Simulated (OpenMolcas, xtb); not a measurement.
**A ladder of methods for AlH2O (SMILES [O][AlH2])**

AlH2O has 4 atoms, charge 0, and is taken as a doublet. SMILES: `[O][AlH2]`. Geometry: relaxed at PBE0-D4/def2-TZVP.

Quantity: the dipole moment, in D. The values are calculated.

```csv
level,kind,program,value (D),CPU time
GFN2-xTB,semi-empirical,xtb,3.58,under 2 s
ROHF/def2-TZVPP,Hartree–Fock,OpenMolcas,1.67,17 s
USVWN5/def2-TZVPP,LDA,OpenMolcas,2.47,38 s
U-revPBE/def2-TZVPP,GGA,OpenMolcas,1.96,52 s
UTPSS/def2-TZVPP,meta-GGA,OpenMolcas,1.83,65 s
UM06-2X/def2-TZVPP,hybrid meta-GGA,OpenMolcas,1.73,63 s
```

The values span 1.67 to 3.58 D. Times are those of the runs behind each value, whatever else they computed, on shared processors of several kinds: orders of magnitude only.
